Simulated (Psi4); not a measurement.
# r2SCAN/cc-pVDZ (density fitting, sweep point 7) run of HCl (hydrogen chloride)

Wanted: energy and gradient of HCl (hydrogen chloride). Input form: a Python script.

The calculation is run with Psi4 1.11.

4 further runs of the same task are left out: 4 set aside as unsound or not needed.

## Step 1: The system as given

The species is HCl (2 atoms), meant as a singlet with charge 0. As SMILES, `Cl`. The coordinates come from a PBE0-D4/def2-TZVP relaxation.

Bond lengths: Cl1–H2 1.279 Å.

## Step 2: Energy and gradient at r2SCAN/cc-pVDZ (density fitting, sweep point 7)

The input, job.py:

```python
import psi4

psi4.set_memory(1600000000)
psi4.set_num_threads(1)
psi4.core.set_output_file('run.log', False)

m = psi4.geometry("""
0 1
Cl     0.546000    -0.178500     0.280800
H     -0.546000     0.178500    -0.280800
symmetry c1
""")

psi4.set_options(dict(basis='cc-pVDZ', scf_type='df', guess='sapgau'))

energy_value, wavefunction = psi4.gradient("r2scan", molecule=m, return_wfn=True)
print('gradient / Eh bohr^-1')
print(energy_value.np.round(6))
print(f'energy = {wavefunction.energy():.10f} Eh')
```

The run is started by

```sh
python job.py
```

run.log:

```text
[...]
  Running in c1 symmetry.
[...]
  Nuclear repulsion =    7.034776949773979
[...]
  Multiplicity = 1
[...]
  Nalpha       = 9
  Nbeta        = 9
[...]
    Number of basis functions: 23
[...]
   @DF-RKS iter   1:  -460.75288938435006   -4.60753e+02   8.87916e-03 DIIS/ADIIS
[...]
   @DF-RKS iter   8:  -460.77409476561468   -1.59162e-12   3.20183e-09 DIIS
[...]
    Orbital Energies [Eh]
    ---------------------
    Doubly Occupied:
       1A   -101.212307     2A     -9.374834     3A     -7.120348
       4A     -7.109719     5A     -7.109719     6A     -0.804680
       7A     -0.442323     8A     -0.299510     9A     -0.299510
[...]
  @DF-RKS Final Energy:  -460.77409476561468
   => Energetics <=
    Nuclear Repulsion Energy =              7.0347769497739794
    One-Electron Energy =                -649.9749438727926645
    Two-Electron Energy =                 210.7429685672918254
    DFT Exchange-Correlation Energy =     -28.5768964098878868
    Empirical Dispersion Energy =           0.0000000000000000
    VV10 Nonlocal Energy =                  0.0000000000000000
    Total Energy =                       -460.7740947656146773
[...]
 Multipole Moments:
 ------------------------------------------------------------------------------------
     Multipole            Electronic (a.u.)      Nuclear  (a.u.)        Total (a.u.)
 ------------------------------------------------------------------------------------
 L = 1.  Multiply by 2.5417464519 to convert [e a0] to [Debye]
 Dipole X            :          0.0000000            0.0000000            0.0000000
 Dipole Y            :         -0.0000000           -0.0000000           -0.0000000
 Dipole Z            :          0.6508887           -1.1980385           -0.5471498
 Magnitude           :                                                    0.5471498
[...]
  -Total Gradient:
     Atom            X                  Y                   Z
    ------   -----------------  -----------------  -----------------
       1        0.000000000000     0.000000000000    -0.010209328689
       2       -0.000000000000    -0.000000000000     0.008643770521
[...]
```

On the terminal:

```text
gradient / Eh bohr^-1
[[ 0.        0.       -0.010209]
 [-0.       -0.        0.008644]]
energy = -460.7740947656 Eh
```

It took 2.1 s on 1 thread of Intel Xeon 6975P-C (Granite Rapids), shared host; peak memory 0.29 GiB.

## Step 3: Results

Level: r2SCAN/cc-pVDZ (density fitting, sweep point 7).

```
                quantity          value
            total energy  -460.77409 Eh
           dipole moment         1.39 D
             HOMO energy       -8.15 eV
             LUMO energy        0.25 eV
           HOMO–LUMO gap        8.40 eV
largest force on an atom     0.525 eV/Å
```

**Reading.** The largest force is 0.52 eV/Å: the shape isn't a stationary point for this species at this level.
